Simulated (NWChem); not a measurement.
System: C2H3, doublet; SMILES C=[CH]

The following NWChem deck was run.

```
start job
memory heap 200 mb stack 900 mb global 1100 mb
geometry units angstroms noautosym nocenter noautoz
  C     -0.107039    -0.706819     0.000000
  C     -0.009591     0.590998     0.000000
  H      0.548118    -1.565332     0.000000
  H      0.960152     1.094062     0.000000
  H     -0.885027     1.235967     0.000000
end
basis spherical
  C library aug-pcseg-1
  H library aug-pcseg-1
end
dft
  odft
  mult 2
  xc pbe0
  iterations 150
end
cosmo
  do_cosmo_smd true
  solvent water
end
task dft energy
```

Excerpt of the output:

```
             Northwest Computational Chemistry Package (NWChem) 7.3.0
             --------------------------------------------------------

                             Geometry "geometry" -> ""
                             -------------------------

 Output coordinates in angstroms (scale by  1.889725989 to convert to a.u.)

  No.       Tag          Charge          X              Y              Z
 ---- ---------------- ---------- -------------- -------------- --------------
    1 C                    6.0000    -0.10703900    -0.70681900     0.00000000
    2 C                    6.0000    -0.00959100     0.59099800     0.00000000
    3 H                    1.0000     0.54811800    -1.56533200     0.00000000
    4 H                    1.0000     0.96015200     1.09406200     0.00000000
    5 H                    1.0000    -0.88502700     1.23596700     0.00000000

 Effective nuclear repulsion energy (a.u.)      28.5140900097

                                 NWChem DFT Module
                                 -----------------

 Summary of "ao basis" -> "ao basis" (spherical)
 ------------------------------------------------------------------------------
       Tag                 Description            Shells   Functions and Types
 ---------------- ------------------------------  ------  ---------------------
 C                        aug-pcseg-1                9       23   4s3p2d
 H                        aug-pcseg-1                5        9   3s2p

 in cosmo_initialize ...
 calling solv_data for solv:h2o

 solvent parameters
 solvname_short: h2o
 solvname_long:  water
 dielec:       78.4000
 dielecinf:     1.7769
 aqueous SMD model solvent descriptors
 dielec:       78.4000
 sola:          0.8200

          ---------------
          -cosmo- solvent
          ---------------
 Cosmo: York-Karplus, doi: 10.1021/jp992097l
 dielectric constant -eps-     =  78.40
 screen = (eps-1)/(eps    )    =   0.98724
 surface charge correction     = lagrangian

   van der Waals surface
 --------------------------

[...]

                                COSMO-SMD solvation results
                                ---------------------------

             internal energy in gas <Psi(g)|H|Psi(g)> =       -77.787604811809
         internal energy in solvent <Psi(s)|H|Psi(s)> =       -77.786909202558
                               delta internal energy  =         0.000695609250 (    0.44 kcal/mol)
   total free energy in solvent <Psi(s)|H+V/2|Psi(s)> =       -77.791789597757
 polarization energy contribution <Psi(s)|V/2|Psi(s)> =        -0.004880395199 (   -3.06 kcal/mol)
    total free energy in solvent including G(SMD-CDS) =       -77.785709162802
                       G(SMD-CDS) energy contribution =         0.006080434955 (    3.82 kcal/mol)
     1 M fixed-concentration free energy of solvation =         0.001895649007 (    1.19 kcal/mol)

                    DFT Final Alpha Molecular Orbital Analysis
                    ------------------------------------------

 Vector    6  Occ=1.000000D+00  E=-4.503219D-01
              MO Center= -2.2D-01,  2.3D-01, -2.4D-12, r^2= 1.8D+00
   Bfn.  Coefficient  Atom+Function         Bfn.  Coefficient  Atom+Function
  ----- ------------  ---------------      ----- ------------  ---------------
    65     -0.341216  5 H  s                  6      0.326431  1 C  py
    29     -0.307912  2 C  py                28      0.284177  2 C  px
    47     -0.194628  3 H  s                 32     -0.128356  2 C  py
    31      0.126424  2 C  px                56      0.102333  4 H  s
     3     -0.101486  1 C  s                  4     -0.097290  1 C  s

 Vector    7  Occ=1.000000D+00  E=-3.118583D-01
              MO Center= -5.9D-02, -1.1D-01, -1.4D-11, r^2= 1.5D+00
   Bfn.  Coefficient  Atom+Function         Bfn.  Coefficient  Atom+Function
  ----- ------------  ---------------      ----- ------------  ---------------
     7      0.445046  1 C  pz                30      0.397304  2 C  pz
    10      0.296804  1 C  pz                33      0.254131  2 C  pz
    73     -0.026595  5 H  pz                55     -0.026206  3 H  pz
    36      0.025433  2 C  pz

 Vector    8  Occ=1.000000D+00  E=-2.593914D-01
              MO Center= -2.2D-01, -4.8D-01, -2.2D-12, r^2= 1.8D+00
   Bfn.  Coefficient  Atom+Function         Bfn.  Coefficient  Atom+Function
  ----- ------------  ---------------      ----- ------------  ---------------
     5      0.533015  1 C  px                 8      0.530504  1 C  px
     4     -0.348608  1 C  s                 57     -0.341750  4 H  s
     3     -0.331163  1 C  s                 66      0.307834  5 H  s
    27      0.254443  2 C  s                 56     -0.227311  4 H  s
    65      0.180204  5 H  s                 47      0.164053  3 H  s

 Vector    9  Occ=0.000000D+00  E=-7.272407D-03
              MO Center= -3.7D-02,  2.9D-02,  3.3D-11, r^2= 3.6D+00
   Bfn.  Coefficient  Atom+Function         Bfn.  Coefficient  Atom+Function
  ----- ------------  ---------------      ----- ------------  ---------------
    36     -0.621767  2 C  pz                13      0.597323  1 C  pz
    33     -0.582627  2 C  pz                10      0.570641  1 C  pz
    30     -0.394195  2 C  pz                 7      0.390763  1 C  pz
    15     -0.027220  1 C  d -1              55      0.026701  3 H  pz

[...]
```

Level: PBE0/aug-pcseg-1, spin-unrestricted, SMD on the gas-phase geometry. In the optimisation the excess spin sits in a' (Cs, its own frame). The geometry was optimised at PBE0-D3(BJ)/def2-TZVP, spin-unrestricted. No stability test was run on the SCF state. Solvent: water.
